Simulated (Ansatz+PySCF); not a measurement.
Results of a calculation; reference values are marked as such.
## Several solutions for singlet C₂H₄

```xyz
6

C     0.0000    0.0000   -0.7234
C     0.0000    0.0000    0.7234
H     0.0000   -0.9325   -1.3026
H     0.0000    0.9325   -1.3026
H    -0.9325    0.0000    1.3026
H     0.9325    0.0000    1.3026
```

Basis set: STO-3G (spherical functions). Charge 0, multiplicity 1.

UHF was run from several starts with Ansatz (development build ahead of 0.2.0) and PySCF 2.14.0.

| run | program | start | converged | energy (hartree) | <S²> |
| --- | --- | --- | --- | --- | --- |
| A | PySCF | guess minao, instabilities followed | yes | -77.02241 | 1.05 |
| B | PySCF | guess 1e, instabilities followed | yes | -77.02241 | 1.05 |
| C | PySCF | guess atom, instabilities followed | yes | -77.02241 | 1.05 |
| D | Ansatz | atomic start, no search | yes | -76.79793 | 0.00 |
| E | PySCF | guess huckel, instabilities followed | yes | -77.02241 | 1.05 |
| F | Ansatz | search for the lowest state | yes | -77.02241 | 1.05 |
| G | Ansatz | stability test followed | yes | -77.02241 | 1.05 |
| H | PySCF | program defaults | yes | -76.85716 | 0.00 |

Task: Which runs reached the lowest solution of this kind, and what is wrong with the others?

Result: A, B, C, E, F, G reached the lowest solution found. Converged but too high: D by 6.11 eV, H by 4.50 eV. Convergence only shows a stationary point, and even a stable one can lie too high; stability tests and further starts are what find lower ones. Caution: the unrestricted determinant is a mixture of spin states.
